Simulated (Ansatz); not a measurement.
fcc Pb was calculated with r²SCAN+SOC in Ansatz (PAW).

Settings: plane-wave cutoff 560 eV, 20×20×20 k mesh, Fermi–Dirac smearing 0.05 eV, PAW data made under PBE.

Pressure at four volumes; x = ln(V/31.285 Å³). One pressure is withheld.

| V (Å³/atom) | x | P (GPa) |
|---|---|---|
| 29.408 | -0.0619 | ? |
| 30.033 | -0.0408 | 1.87 |
| 31.285 | 0.0000 | 0.00 |
| 33.162 | 0.0583 | -2.11 |

Pass a parabola P(x) through the three rows shown, estimate the bulk modulus and its pressure derivative near zero pressure, and predict the withheld pressure.

Slopes between the rows: (0.00 − (1.87))/(0.0000 − (-0.0408)) = -45.83 and (-2.11 − (0.00))/(0.0583 − (0.0000)) = -36.19 GPa. Their difference over the span 0.0991 is c = 9.64/0.0991 = 97.3 GPa, so P(x) = 1.87 + (-45.83)(x − (-0.0408)) + 97.3 (x − (-0.0408))(x − (0.0000)). At the middle row B = −dP/dx = −[-45.83 + 97.3 × 0.0408] = 41.9 GPa, and B′ = dB/dP = 2c/B = 4.6. At x = -0.0619 the parabola gives 2.96 GPa; the run gives 2.99 GPa. The Birch–Murnaghan fit to the energies at all volumes has B0 = 41.6 GPa and B′ = 4.8.

Measured, for comparison: bulk modulus 47 GPa (corrected for temperature and zero-point phonon effects; as tabulated in Levämäki et al. (2014), arXiv:1402.3671). Computed less measured: bulk modulus -11 %.

Ansatz is a first-principles code.
